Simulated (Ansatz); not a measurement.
# Molecular dynamics, step by step

SiPNH8 (SMILES [SiH3]N.P), singlet, PBE-D4/def2-SVP (Ansatz 0.2.0). Settings (timestep in fs, temperature in K; T counts 27 degrees of freedom):

```yaml
hamiltonian: {xc: pbe, dispersion: d4}
md: {n_steps: 60, timestep: 0.5, temperature: 700, ensemble: nve, seed: 159, initial_velocities: maxwell_boltzmann}
```

Start (the SMILES describes the start alone):

```
11
angstrom
Si -0.3072 -0.6206 -1.7540
N 0.5607 0.6223 -0.9394
H -0.6401 -1.6741 -0.7603
H -1.5488 -0.0186 -2.3050
H 0.4087 -1.2843 -2.8842
H 0.7025 1.5092 -1.3960
H 1.3603 0.3795 -0.3749
P 0.3826 0.1525 2.3861
H -0.8010 -0.4809 1.9315
H -0.1853 1.4505 2.3377
H 0.0674 -0.0356 3.7585
```

```json
{"step": "0", "time (fs)": "0.00", "potential energy less the start (meV)": "0.0", "kinetic energy (meV)": "814.3", "T (K)": "700"}
{"step": "4", "time (fs)": "2.00", "potential energy less the start (meV)": "110.4", "kinetic energy (meV)": "706.0", "T (K)": "607"}
{"step": "8", "time (fs)": "4.00", "potential energy less the start (meV)": "246.8", "kinetic energy (meV)": "570.4", "T (K)": "490"}
{"step": "12", "time (fs)": "6.00", "potential energy less the start (meV)": "235.2", "kinetic energy (meV)": "580.3", "T (K)": "499"}
{"step": "16", "time (fs)": "8.00", "potential energy less the start (meV)": "312.7", "kinetic energy (meV)": "504.4", "T (K)": "434"}
{"step": "20", "time (fs)": "10.00", "potential energy less the start (meV)": "320.7", "kinetic energy (meV)": "494.8", "T (K)": "425"}
{"step": "24", "time (fs)": "12.00", "potential energy less the start (meV)": "443.4", "kinetic energy (meV)": "373.9", "T (K)": "321"}
{"step": "28", "time (fs)": "14.00", "potential energy less the start (meV)": "383.1", "kinetic energy (meV)": "433.4", "T (K)": "373"}
{"step": "32", "time (fs)": "16.00", "potential energy less the start (meV)": "310.2", "kinetic energy (meV)": "504.8", "T (K)": "434"}
{"step": "36", "time (fs)": "18.00", "potential energy less the start (meV)": "421.8", "kinetic energy (meV)": "395.7", "T (K)": "340"}
{"step": "40", "time (fs)": "20.00", "potential energy less the start (meV)": "344.5", "kinetic energy (meV)": "471.3", "T (K)": "405"}
{"step": "44", "time (fs)": "22.00", "potential energy less the start (meV)": "322.2", "kinetic energy (meV)": "494.3", "T (K)": "425"}
{"step": "48", "time (fs)": "24.00", "potential energy less the start (meV)": "288.7", "kinetic energy (meV)": "527.6", "T (K)": "454"}
{"step": "52", "time (fs)": "26.00", "potential energy less the start (meV)": "278.6", "kinetic energy (meV)": "537.2", "T (K)": "462"}
{"step": "56", "time (fs)": "28.00", "potential energy less the start (meV)": "289.1", "kinetic energy (meV)": "528.1", "T (K)": "454"}
{"step": "60", "time (fs)": "30.00", "potential energy less the start (meV)": "150.9", "kinetic energy (meV)": "663.8", "T (K)": "571"}
```

Step 4, positions (Å) and forces (eV/Å):

| atom | x | y | z | Fx | Fy | Fz |
| --- | --- | --- | --- | --- | --- | --- |
| Si1 | -0.309 | -0.632 | -1.759 | -0.597 | 1.569 | -0.363 |
| N2 | 0.571 | 0.650 | -0.935 | 0.183 | 0.990 | -0.631 |
| H3 | -0.658 | -1.655 | -0.793 | -0.173 | -0.743 | 0.749 |
| H4 | -1.624 | -0.004 | -2.289 | 0.606 | -0.296 | 0.125 |
| H5 | 0.400 | -1.284 | -2.878 | 0.228 | -0.302 | -0.537 |
| H6 | 0.743 | 1.567 | -1.468 | -0.094 | -1.661 | 1.012 |
| H7 | 1.388 | 0.332 | -0.386 | -0.157 | 0.424 | -0.279 |
| P8 | 0.383 | 0.147 | 2.389 | 0.315 | 0.692 | 0.350 |
| H9 | -0.825 | -0.462 | 2.025 | -0.655 | -0.463 | -0.271 |
| H10 | -0.234 | 1.465 | 2.275 | 0.255 | -0.314 | 0.127 |
| H11 | 0.069 | 0.013 | 3.808 | 0.089 | 0.104 | -0.281 |

Step 8, positions (Å) and forces (eV/Å):

```tsv
atom	x	y	z	Fx	Fy	Fz
Si1	-0.312	-0.642	-1.764	-0.753	2.241	-0.249
N2	0.581	0.680	-0.932	0.228	-0.058	-0.648
H3	-0.682	-1.662	-0.800	-0.079	-0.672	0.735
H4	-1.677	0.000	-2.269	1.072	-0.496	0.194
H5	0.399	-1.296	-2.891	0.140	-0.210	-0.416
H6	0.780	1.567	-1.505	-0.051	-1.640	1.079
H7	1.410	0.301	-0.406	-0.563	0.812	-0.618
P8	0.384	0.142	2.392	-0.553	0.924	0.632
H9	-0.872	-0.460	2.109	-0.249	-0.369	-0.212
H10	-0.274	1.468	2.216	0.564	-0.698	0.243
H11	0.074	0.066	3.848	0.243	0.167	-0.738
```

Step 44, positions (Å) and forces (eV/Å):

```tsv
atom	x	y	z	Fx	Fy	Fz
Si1	-0.319	-0.640	-1.774	-0.173	1.135	0.400
N2	0.607	0.754	-0.983	0.158	-0.354	-2.258
H3	-0.484	-1.680	-0.694	-0.122	0.072	-0.087
H4	-1.697	-0.090	-2.303	0.896	-0.323	0.478
H5	0.312	-1.319	-2.974	0.084	0.068	0.091
H6	0.932	1.364	-1.825	-0.386	-0.862	1.710
H7	1.475	0.384	-0.529	-0.469	0.263	-0.308
P8	0.355	0.104	2.435	-0.135	0.258	0.375
H9	-0.898	-0.661	2.644	0.473	0.744	-0.045
H10	-0.189	1.330	1.863	-0.155	-0.545	0.106
H11	0.412	0.721	3.774	-0.171	-0.456	-0.462
```

Last step (60):

```csv
atom,x (Å),y (Å),z (Å)
Si1,-0.3039,-0.6016,-1.7527
N2,0.5880,0.6937,-1.0803
H3,-0.3715,-1.6298,-0.6575
H4,-1.5799,-0.1273,-2.2668
H5,0.3328,-1.2785,-2.9569
H6,0.8658,1.3943,-1.7917
H7,1.3534,0.4264,-0.4902
P8,0.3460,0.0890,2.4580
H9,-0.8428,-0.5280,2.8450
H10,-0.2643,1.1523,1.6903
H11,0.5240,0.8660,3.6482
```

Hardware: 4 CPU threads of an Arm Neoverse V1, shared host. Wall time about 54 s.
